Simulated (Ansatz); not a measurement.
# How far each method lies from UCCSDT(Q) for H2Ge–N⁺, quintet

Geometry: that of the H2Ge–N, quartet, kept fixed. The triplet lies 1.8 eV lower here.

```yaml
atoms:
  - { symbol: Ge, position_ang: [-0.0346, 0.0000, 0.2958] }
  - { symbol: N, position_ang: [0.0724, 0.0000, -1.6458] }
  - { symbol: H, position_ang: [0.7424, -1.2582, 0.7751] }
  - { symbol: H, position_ang: [0.7424, 1.2582, 0.7751] }
```

Basis cc-pVTZ; Ansatz 0.2.0. Correlated methods freeze the noble-gas cores and the filled d shells of p-block atoms, which leaves 10 electrons in 86 orbitals. R marks a restricted (for open shells ROHF) determinant, U an unrestricted one. Active spaces: valence = (10e, 10o) chosen from the atoms' valence shells. No spin–orbit coupling is included, and no scalar relativity.

Full CI isn't at hand for all of this; UCCSDT(Q) serves as the reference, and is uncertain by about the last step of the cluster series. The frozen core follows each run's orbitals, which can shift R against U totals by a few meV for light atoms and by up to 0.1 eV past Ca.

The UHF ⟨S²⟩ is 6.016, the T1 diagnostic (RCCSD) is 0.0306 and the largest doubles amplitude (RCCSD) is 0.031. The T1 diagnostic (UCCSD) is 0.0228.

Question: From what is known of these methods and the diagnostics, rank them by the size of their error in total energy against UCCSDT(Q) in cc-pVTZ, smallest first (an estimate: the text doesn't fix the numbers).
A. UCCSD
B. UCCSDT
C. UCCSD(T)
D. UMP2
E. UHF

Answer: B (5 meV), C (40 meV), A (201 meV), D (1163 meV), E (5961 meV).

All errors are against UCCSDT(Q) in cc-pVTZ. Within each family the higher level lies nearer, as is usual though not guaranteed.

Natural occupations of CASSCF (valence space) about the gap: 1.978 1.963 1.003 1.001 1.000 0.999 0.030 0.025 0.012; effectively unpaired electrons, Σ n²(2−n)², 4.01.
